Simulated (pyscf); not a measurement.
## Hydrogen abstraction: •H₂C–SnH₃ (SMILES [CH2][SnH3]) + H₂ (SMILES [H][H]) -> H₃C–SnH₃ (SMILES [CH3][SnH3]) + H• (SMILES [H])

Gas phase, doublet surface, charge 0. Bonds broken: H2–H7. Bonds formed: C6–H7. Single points on ωB97X-D3(BJ)/def2-SVP structures (PySCF, gas phase).

Transition state (Å):

```xyz
9

Sn     0.3446     0.9059    -0.4600
H     -1.8341    -1.6569     0.7692
H      1.3584     2.2423    -0.1217
H     -0.9177     1.4022    -1.4984
H      1.2621    -0.3245    -1.2099
C     -0.4975     0.1447     1.3467
H     -1.2937    -0.9345     0.9656
H      0.2011    -0.3274     2.0514
H     -1.2234     0.7915     1.8588
```

One imaginary mode, 1366i cm⁻¹; descent along it reached the two sides named.

```csv
bond,change,reactant side (Å),saddle,product side
H2–H7,breaks,0.761,0.923,3.4
C6–H7,forms,2.9,1.394,1.100
```

Electronic energies relative to the separated reactants (kcal/mol):

```csv
level,barrier,reaction energy,reverse barrier
ωB97X-D3(BJ)/def2-TZVP,10.4,-1.8,12.2
PBE/def2-TZVP,5.2,-2.5,7.7
r²SCAN/def2-TZVP,8.4,+2.2,6.2
B3LYP-D3(BJ)/def2-TZVP,8.5,+1.5,7.0
PBE0-D3(BJ)/def2-TZVP,7.3,-2.7,9.9
M06-2X/def2-TZVP,12.5,-1.2,13.7
ωB97M-D3(BJ)/def2-TZVP,10.5,-1.8,12.4
HF/def2-TZVP,23.2,+1.0,22.2
```

With ωB97M-D3(BJ)/def2-TZVP energies and thermal terms (ideal gas, 1 atm, RRHO with modes under 100 cm⁻¹ raised to 100, one conformer, R ln 2 for chiral ones without a mode under 150 cm⁻¹), in kcal/mol:

```csv
T (K),ΔH‡,ΔG‡,ΔH,ΔG
298,9.8,18.3,-0.1,+2.2
600,9.1,27.2,-0.5,+4.8
900,9.1,36.2,-0.4,+7.4
1200,9.5,45.2,-0.1,+9.9
```

This saddle turned up in a search for another step; its sides and bond changes are read from the two ends of the descent. •H₂C–SnH₃ lies 30.6 kcal/mol over its isomer H₃C–SnH₂• (electronic energy, ωB97M-D3(BJ)/def2-TZVP). This is the saddle that the search found; another between the same sides may lie lower. The angle at the transferred H is 176°. Elements past Kr carry the def2 core potentials, without spin-orbit coupling.
